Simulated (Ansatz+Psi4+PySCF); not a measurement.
# doublet PN(+): levels of theory in one basis

| atom | x (Å) | y (Å) | z (Å) |
| --- | --- | --- | --- |
| P | 0.0000 | 0.0000 | -0.0189 |
| N | 0.0000 | 0.0000 | 1.8069 |

Basis set: cc-pVTZ on N; cc-pV(T+d)Z on P (spherical functions). Left uncorrelated: 6 orbitals. Correlation on ROHF uses semicanonical orbitals with singles. Charge 1, multiplicity 2.

Computed with Ansatz (development build ahead of 0.2.0) and PySCF 2.14.0; each method stands on the lowest determinant of its kind that the runs found.

```tsv
method	E − E(ROHF) (eV)	<S²> of the determinant
ROHF	0.00	0.75
UHF	-1.98	2.46
ROHF-MP2	-8.22	–
UHF-MP2	-6.98	2.46
UHF-CCSDT	-9.22	2.46
```

Task: What does ROHF-CCSDT give on the same scale?

Result: -9.60 eV.

Caution for ROHF, ROHF-MP2, ROHF-CCSDT: an unrestricted determinant lies well below. Caution for UHF, UHF-MP2, UHF-CCSDT: the unrestricted determinant is a mixture of spin states. Caution for ROHF-MP2, UHF-MP2, ROHF-CCSDT, UHF-CCSDT: large amplitudes, a single reference is doubtful. Caution for ROHF-MP2, UHF-MP2: MP2 on this radical cation hangs on the determinant chosen. Caution for ROHF-MP2, UHF-MP2, UHF-CCSDT: another reference gives a lower total. Caution for UHF-MP2: the determinant may break the point group.
